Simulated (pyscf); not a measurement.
PySCF, gas phase, ωB97X-D3(BJ)/def2-SVP geometries.

For the elementary gas-phase step `[SeH2]` + `[GeH4]` → `[GeH3][SeH]` + `[H][H]` (singlet surface; H–Se, Ge–H broken, Ge–Se, H–H formed), what barrier and reaction energy does ωB97M-D3(BJ)/def2-TZVP give, measured from the separated reactants?

ΔE‡ = 53.3 kcal/mol, ΔE = -7.0 kcal/mol. Zero-point energy shifts the barrier by -0.1 kcal/mol. It is a four-centre exchange, with an imaginary mode of 1528i cm⁻¹. One saddle was located; it need not be the lowest between these sides. Elements up to Kr have no core potential and no relativistic terms here.
